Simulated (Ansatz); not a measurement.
# SiN (sextet): the correlation ladder, cc-pVDZ

The task here is to estimate one member of a computed series from the others.

Program: Ansatz 0.2.0, Gaussian basis. Level of theory: cc-pVDZ, core rule «outside noble gas», up to 6 orbitals frozen. These are calculated values, not measurements.

To be run: UHF; CCSD(T) on ROHF; CCSD(T) on UHF; BCCD(T) on ROHF; CISD; CCSDT(Q) on ROHF; CCSDT(Q) on UHF; CASSCF and MRCISD+Q, 9 electrons in 8 orbitals; CASSCF and NEVPT2, 9 electrons in 8 orbitals.

15 further runs of the same task are left out: 4 that didn't finish, 11 set aside as unsound or not needed.

## What is computed

The geometry is a PBE0/def2-TZVP stationary point (not a proven minimum) of the parent state, kept for this charge and spin.

2 atoms, charge 0, spin multiplicity 6.

Atoms are counted from 1 here; the program's logs count them from 0.

Bond lengths: Si1–N2 1.889 Å.

The first run:

Input file in.yaml:

```yaml
crystal:
  periodic: [false, false, false]
  atoms:
    - {symbol: Si, position_ang: [0.000000, 0.000000, 0.000000]}
    - {symbol: N, position_ang: [0.000000, 0.000000, 1.889128]}
basis:
  gaussian: {orbitals: cc-pVDZ}
magnetization: {spin_polarized: true, initial_magnetization: 5}
hamiltonian: {xc: hf}
output: {orbitals: {seedname: orbitals}}
```

Command:

```sh
ansatz run in.yaml --threads 1 --pin off --events-out ev --progress --plain --max-ram 2393MiB
```

Among the steps run: UHF; CCSD(T) on ROHF; CCSD(T) on UHF; BCCD(T) on ROHF; CISD; CCSDT(Q) on ROHF; CCSDT(Q) on UHF; CASSCF and MRCISD+Q, 9 electrons in 8 orbitals; CASSCF and NEVPT2, 9 electrons in 8 orbitals.

One of the session's tables, all rows but one given; the rest of the session is left out.

```
          method  from UCCSDT(Q) (kcal/mol)
            ROHF                    +113.29
             UHF                    +105.73
            RMP2                     +22.05
            UMP2                     +23.30
            CISD                      +6.88
           RCCSD                      +3.89
           UCCSD                      +3.51
        RCCSD(T)                      +0.85
        UCCSD(T)                      +0.82
         BCCD(T)                      +0.89
          RCCSDT                      +0.26
          UCCSDT                          ?
       RCCSDT(Q)                      +0.05
       UCCSDT(Q)                          0
  CASSCF valence                     +92.95
  NEVPT2 valence                     +20.69
  MRCISD valence                      +6.69
MRCISD+Q valence                      +0.91
```

Estimate the missing values for UCCSDT.

**Answer.** from UCCSDT(Q) (kcal/mol): +0.19. In the column «from UCCSDT(Q) (kcal/mol)» it lies between RCCSDT(Q) (+0.05) and RCCSDT (+0.26).

Among the levels timed on like hardware and quicker than the yardstick, those that no quicker one beats, quickest first: NEVPT2 valence (0.54 s, +20.69 kcal/mol); UCCSD(T) (0.69 s, +0.82 kcal/mol).

Limits of these values: Of the multireference levels listed MRCISD+Q valence comes nearest in total energy (+0.91 kcal/mol), which doesn't show that its space is the better one. Restricted and unrestricted rows rest on different reference determinants; where their highest levels disagree by more than a few hundredths of an eV, they describe different states and don't form one ladder.
